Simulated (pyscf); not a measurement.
F–SiH₂–SiH₃ + hydrogen (H₂) -> disilane (H₃Si–SiH₃) + hydrogen fluoride (HF), a four-centre exchange (singlet surface; F–Si, H–H broken, H–Si, F–H formed). Structures and frequencies: ωB97X-D3(BJ)/def2-SVP in PySCF. Energies in kJ/mol from the separated reactants.

Small-basis levels: PySCF, no dispersion term, spherical d functions. 

### Question
In single points HF/3-21G puts the saddle at 326.4 kJ/mol and the reaction energy at +121.8 kJ/mol. Should these be trusted to within a few kcal/mol? Compare with ωB97M-D3(BJ)/def2-TZVP.

### Answer
ωB97M-D3(BJ)/def2-TZVP gives ΔE‡ = 230.7 kJ/mol and ΔE = +100.8 kJ/mol. HF/3-21G lies 95.7 kJ/mol over it in the barrier and 21.0 kJ/mol over it in the reaction energy, so on this step it does not hold to within 12.6 kJ/mol. ωB97M-D3(BJ)/def2-TZVP has limits of its own. At the saddle there is also a short H–Si contact that neither side keeps. One saddle was located; it need not be the lowest between these sides.
